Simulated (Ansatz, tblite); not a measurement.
Adding an electron: B₂P⁺. The state is a singlet with charge 1. Geometry: r2SCAN-D4/def2-TZVP. Ansatz, gas phase; energy differences of separate SCF runs; the reduced species was run as a doublet alone.

```tsv
atom	x (Å)	y (Å)	z (Å)
B1	-0.828	0.428	0.011
B2	-0.014	-0.667	0.652
P3	0.842	0.238	-0.663
```

The xTB rows come from tblite. The structure comes from a short search, and lower isomers may exist.

| level | −HOMO (eV) | −LUMO (eV) | vertical EA (eV) | HOMO–LUMO gap (eV) | remarks |
| --- | --- | --- | --- | --- | --- |
| GFN1-xTB | 18.67 | 17.52 | 13.16 | 1.16 | – |
| GFN2-xTB | 17.21 | 15.43 | 11.59 | 1.78 | – |
| PBE-D4/def2-TZVP | 13.68 | 12.07 | 8.86 | 1.61 | – |
| r2SCAN-D4/def2-TZVP | 13.84 | 11.88 | 9.05 | 1.96 | spin-contaminated (⟨S²⟩ 0.84) (doublet) |
| PBE0-D4/def2-TZVP | 14.70 | 11.07 | 8.98 | 3.63 | – |

  Raw xTB energy differences between charge states are shifted by several eV; the methods need an empirical correction for them.
